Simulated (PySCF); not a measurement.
Stick spectrum of a doublet radical in fast tumbling, microwave frequency 9.715 GHz, simulated to first order from computed parameters.

| field (mT) | relative intensity |
| --- | --- |
| 341.85 | 1 |
| 343.42 | 1 |
| 345.65 | 2 |
| 347.21 | 2 |
| 349.45 | 1 |
| 351.01 | 1 |

Q: Find the g value from the centre of the pattern.

A: The pattern is symmetric about 346.43 mT, so g = hν/(μB·B0) = 9715/(13.99624 × 346.43) = 2.0036, a shift of +1.3 × 10⁻³ from the free-electron value.

Q: Which couplings and how many nuclei make this pattern?

A: The first two lines at either end are about 1.56 mT apart, which is the smallest coupling, and their intensity ratio 1:1 counts the nuclei that share it. In full: a 1:2:1 triplet of 3.80 mT (107 MHz), from 2 nuclei of spin 1/2; a 1:1 doublet of 1.56 mT (44 MHz), from 1 nucleus of spin 1/2. Check: Σ 2nI·a is the distance from the first to the last line, 9.16 mT.

Q: The radical has the formula C3HF2. Propose a structure, and say which nuclei carry the couplings.

A: The pattern alone needn't single out one isomer; the structure behind this simulation is `C#C[C](F)F` [radical], numbered [CH:1]#[C:2][C:3]([F:4])[F:5] (hydrogens: H6 on C1). 3.80 mT: 19F at F4/F5 (1 bond from C3; computed sign +); 1.56 mT: 1H at H6 (1 bond from C1; computed sign −). The Mulliken spin populations are largest on C3 (+0.62), C1 (+0.56) and C2 (-0.25). The positive populations add up to 1.27 and the negative ones to -0.27, together 2S = 1. The angles at C3 add up to 360.0°, so it is planar. Main spin sites, with 60 % or more of the largest population: C1, C3; positions count bonds from the nearest.

Computed with PySCF 2.14.0, UKS B3LYP, pcH-1 on C F H, non-relativistic, mean-field spin-orbit, GIAO. Geometry: GFN2-xTB; no solvent, vibrations or thermal averaging. The geometry wasn't refined by DFT: couplings that depend on bond lengths, twists or pyramidal angles can differ widely from those at the functional's own minimum. Stability of the SCF solution: not tested.

First-order positions only. To second order lines move to lower field by a²/(2B0)·[J(J+1) − M²], with J the total spin of the equivalent nuclei and M its projection: up to 0.04 mT for the 3.80 mT coupling at this field, and inner lines split by J.

Rare isotopes and splittings under 0.04 mT were left out of the simulation.

Hardware: an Intel Xeon at 2.50 GHz with one thread, no GPU (shared host). Cost: 35 s wall, 30 s CPU (with the writing of density and orbital grids), 0.43 GiB resident at most.
